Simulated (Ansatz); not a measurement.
Water (`O`): measurement beside calculation (Ansatz, PBE0-D4/def2-TZVP geometry).

```xyz
3

O     0.348   -0.148   -0.093
H    -0.511   -0.428   -0.417
H     0.163    0.576    0.510
```

Measured: 12.621 ± 0.008 eV (ionisation energy: vertical, 1b1, lowest gas-phase ionization peak, gas-phase photoelectron spectroscopy). Source: Accurate Vertical Ionization Energy and Work Function Determinations of Liquid Water and Aqueous Solutions, 2021 (arxiv:2104.01630).

| level | vertical IE (eV) | minus measured (eV) |
| --- | --- | --- |
| PBE-D4/def2-TZVPP | 12.70 | 0.08 |
| r2SCAN-D4/def2-TZVPP | 12.50 | -0.12 |
| PBE0-D4/def2-TZVPP | 12.54 | -0.08 |
| B3LYP-D4/def2-TZVPP | 12.72 | 0.10 |
| ωB97X-V/def2-TZVPP | 12.63 | 0.01 |
| ωB97M-V/def2-TZVPP | 12.61 | -0.02 |
| B2PLYP/def2-TZVPP | 12.62 | 0.00 |
| HF/def2-TZVPP | 10.94 | -1.68 |
| MP2/def2-TZVPP | 12.74 | 0.12 |
| CCSD/def2-TZVPP | 12.47 | -0.15 |
| CCSD(T)/def2-TZVPP | 12.55 | -0.07 |
| HF/def2-QZVPP | 10.96 | -1.66 |
| MP2/def2-QZVPP | 12.88 | 0.26 |
| CCSD/def2-QZVPP | 12.59 | -0.03 |
| CCSD(T)/def2-QZVPP | 12.69 | 0.07 |
| HF/CBS(def2) | 10.96 | -1.66 |
| MP2/CBS(def2) | 12.97 | 0.35 |
| CCSD/CBS(def2) | 12.66 | 0.04 |
| CCSD(T)/CBS(def2) | 12.78 | 0.15 |
| −ε(HOMO), LDA (SPW92) | 7.15 | -5.47 |
| −ε(HOMO), PBE | 6.99 | -5.63 |
| −ε(HOMO), revPBE | 6.93 | -5.69 |
| −ε(HOMO), BLYP | 6.94 | -5.69 |
| −ε(HOMO), r2SCAN | 7.42 | -5.20 |
| −ε(HOMO), B97M-V | 7.53 | -5.09 |
| −ε(HOMO), PBE0 | 8.90 | -3.72 |
| −ε(HOMO), B3LYP | 8.63 | -3.99 |
| −ε(HOMO), r2SCANh | 8.14 | -4.48 |
| −ε(HOMO), r2SCAN0 | 9.22 | -3.41 |
| −ε(HOMO), HSE06 | 8.49 | -4.14 |
| −ε(HOMO), BHLYP | 10.78 | -1.84 |
| −ε(HOMO), CAM-B3LYP | 10.51 | -2.11 |
| −ε(HOMO), LC-ωPBE | 11.92 | -0.70 |
| −ε(HOMO), ωB97X-V | 11.54 | -1.08 |
| −ε(HOMO), ωB97M-V | 11.47 | -1.16 |

Computed values are vertical and leave out zero-point energy and spin–orbit coupling.

Measured: 1587 cm⁻¹ (HOH bending, band centre, long-wave infrared LIBS emission); 7286.715825626 ± 6e-08 cm⁻¹ (H2(16)O, ortho rovibrational line (0 0 2)2_2,1 <- (0 0 0)3_3,0, pressure-free; not a band origin, NICE-OHMS saturation spectroscopy); 7285.044729204 ± 6.3e-08 cm⁻¹ (H2(16)O, para rovibrational line (0 0 2)2_2,0 <- (0 0 0)3_3,1, pressure-free; not a band origin, NICE-OHMS saturation spectroscopy). Source: Raman and UVN+LWIR LIBS detection system for in-situ surface chemical identification, 2022 (pmc:8924681); Spectroscopic-network-assisted precision spectroscopy and its application to water, 2020 (pmc:7136255).

Harmonic PBE0-D4 wavenumbers (cm⁻¹, unscaled): 1623, 3852, 3959. Fundamentals include anharmonicity and usually lie a few per cent under these; harmonic values from spectra compare directly.

Enthalpy of formation at 298 K: -57.8 kcal/mol (zero for an element's reference state; older measured values of the G2 set, as listed by Staroverov and co-workers, J. Chem. Phys. 119, 12129, 2003). With their computed zero-point and thermal terms and the atoms' enthalpies of Curtiss and co-workers (1997) it gives an electronic atomization energy of 232.6 kcal/mol.

```csv
level,atomization (kcal/mol),error,error per bond
LDA (SPW92),265.0,32.4,16.2
PBE-D4,233.0,0.5,0.2
revPBE-D4,226.9,-5.6,-2.8
BLYP-D4,231.5,-1.0,-0.5
r2SCAN-D4,228.9,-3.7,-1.8
B97M-V,228.2,-4.4,-2.2
PBE0-D4,226.1,-6.5,-3.2
B3LYP-D4,229.9,-2.7,-1.3
r2SCANh-D4,226.7,-5.9,-3.0
r2SCAN0-D4,223.3,-9.3,-4.6
HSE06-D4,226.4,-6.2,-3.1
BHLYP-D4,219.1,-13.5,-6.8
CAM-B3LYP-D4,230.8,-1.7,-0.9
ωB97X-V,229.1,-3.5,-1.8
ωB97M-V,230.9,-1.6,-0.8
B2PLYP,228.5,-4.1,-2.0
PBE-QIDH,225.0,-7.5,-3.8
PBE,232.9,0.3,0.2
revPBE,226.3,-6.2,-3.1
BLYP,231.3,-1.3,-0.7
r2SCAN,228.9,-3.7,-1.9
PBE0,226.0,-6.6,-3.3
B3LYP,229.7,-2.9,-1.4
r2SCANh,226.6,-6.0,-3.0
r2SCAN0,223.3,-9.3,-4.6
HSE06,226.3,-6.3,-3.2
BHLYP,218.9,-13.6,-6.8
CAM-B3LYP,230.7,-1.8,-0.9
LC-ωPBE,227.4,-5.2,-2.6
HF/def2-TZVPP,155.1,-77.5,-38.8
MP2/def2-TZVPP,230.0,-2.5,-1.3
SCS-MP2/def2-TZVPP,229.5,-3.1,-1.5
CCSD/def2-TZVPP,223.3,-9.3,-4.6
CCSD(T)/def2-TZVPP,226.3,-6.3,-3.1
HF/def2-QZVPP,155.6,-76.9,-38.5
MP2/def2-QZVPP,234.7,2.1,1.1
SCS-MP2/def2-QZVPP,234.7,2.1,1.0
CCSD/def2-QZVPP,227.1,-5.5,-2.7
CCSD(T)/def2-QZVPP,230.5,-2.1,-1.0
HF/CBS(def2),155.7,-76.9,-38.4
MP2/CBS(def2),237.8,5.3,2.6
CCSD/CBS(def2),229.6,-3.0,-1.5
CCSD(T)/CBS(def2),233.3,0.7,0.4
```

Functionals use def2-TZVPP; B3LYP here is the variant with VWN-RPA as its local correlation; programs differ in this. The calculations leave out spin–orbit coupling, scalar relativity and, for the correlated methods, core correlation; together these are worth up to about 1 kcal/mol a heavy atom. HSE06 is defined as in plane-wave codes. CBS extrapolates def2-TZVPP and def2-QZVPP. T1 = 0.008.
